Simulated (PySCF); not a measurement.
trimethylamine (C₃H₉N), SMILES CN(C)C. Atoms are numbered in the order given.

```xyz
13

C      1.2021    -0.6940    -0.0562
N      0.0000     0.0000     0.3511
C     -1.2021    -0.6940    -0.0562
C      0.0000     1.3881    -0.0562
H      1.3185    -0.7612    -1.1646
H      1.2008    -1.7217     0.3411
H      2.0914    -0.1791     0.3411
H     -1.3185    -0.7612    -1.1646
H     -2.0914    -0.1791     0.3411
H     -1.2008    -1.7217     0.3411
H      0.0000     1.5224    -1.1646
H     -0.8906     1.9008     0.3411
H      0.8906     1.9008     0.3411
```

Coordinates come from a B3LYP-D3(BJ)/def2-SVP optimisation.

Method: TDDFT-LC-ωPBE/def2-SVPD (PySCF).

Vertical excitations; the highest root listed may be one member of a degenerate set.  State labels are in the subgroup Cs.

```tsv
state	symmetry	energy (eV)	λ (nm)	f	main pairs
S1	A'	6.53	190	0.028	HOMO→LUMO 90 %
S2	A'	7.73	160	0.002	HOMO→LUMO+1 (degenerate set)
S3	A"	7.73	160	0.002	HOMO→LUMO+2 (degenerate set)
S4	A'	8.36	148	0.043	HOMO→LUMO+6 87 %
S5	A'	8.44	147	0.137	HOMO→LUMO+3 96 %
S6	A"	8.56	145	0.026	HOMO→LUMO+4 (degenerate set)
S7	A'	8.56	145	0.026	HOMO→LUMO+5 (degenerate set)
S8	A'	9.42	132	0.003	HOMO→LUMO+9 96 %
S9	A"	9.53	130	0.009	HOMO→LUMO+7, HOMO→LUMO+10 (degenerate set)
S10	A'	9.53	130	0.009	HOMO→LUMO+8, HOMO→LUMO+11 (degenerate set)
T1	A'	6.31	197	0	HOMO→LUMO 86 %
T2	A'	7.59	163	0	HOMO→LUMO+1 (degenerate set)
T3	A"	7.59	163	0	HOMO→LUMO+2 (degenerate set)
T4	A'	7.91	157	0	HOMO→LUMO+6 76 %
```
Triplets are in the Tamm–Dancoff approximation, which puts them higher than full response would, so one can lie above its singlet here.
Roots above 8.2 eV, the ΔSCF ionisation energy, lie in the ionisation continuum and depend on the basis.
